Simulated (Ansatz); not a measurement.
# C2HSi: the cost of one run

The runs use Ansatz 0.2.0, Gaussian basis; def2-QZVPP, core rule «outside noble gas», up to 7 orbitals frozen.

The runs, in order: UHF; ROHF; CCSD(T) on UHF.

4 further runs of the same task are left out: 4 set aside as unsound or not needed.

## 1. What is computed

The geometry is a PBE0/def2-TZVP stationary point (not a proven minimum) of the parent state, kept for this charge and spin.

4 atoms, charge 0, spin multiplicity 6.

Atoms are counted from 1 here; the program's logs count them from 0.

Bond lengths: C1–Si2 1.736 Å, Si2–C3 1.700 Å, C3–H4 1.081 Å. Angles: C1–Si2–C3 135.3°, Si2–C3–H4 142.8°.

Coordinates:

```xyz
4
C2HSi
C     0.0000   -0.3567    1.6475
Si    0.0000    0.3028    0.0419
C     0.0000   -0.3455   -1.5294
H     0.0000   -0.0699   -2.5744
```

## 2. UHF

in.yaml reads:

```yaml
crystal:
  periodic: [false, false, false]
  atoms:
    - {symbol: C, position_ang: [0.000000, -0.356652, 1.647526]}
    - {symbol: Si, position_ang: [0.000000, 0.302766, 0.041878]}
    - {symbol: C, position_ang: [0.000000, -0.345459, -1.529412]}
    - {symbol: H, position_ang: [0.000000, -0.069934, -2.574356]}
basis:
  gaussian: {orbitals: "def2-QZVPP.json"}
magnetization: {spin_polarized: true, initial_magnetization: 5}
hamiltonian: {xc: hf}
output: {orbitals: {seedname: orbitals}}
```

Launch:

```bash
$ ansatz run in.yaml --threads 1 --pin off --events-out ev --progress --plain --max-ram 2393MiB
```

Q: Estimate wall time and peak memory on 1 thread of Arm Neoverse V2, shared host.

About 36 s, with a peak of 0.49 GiB.
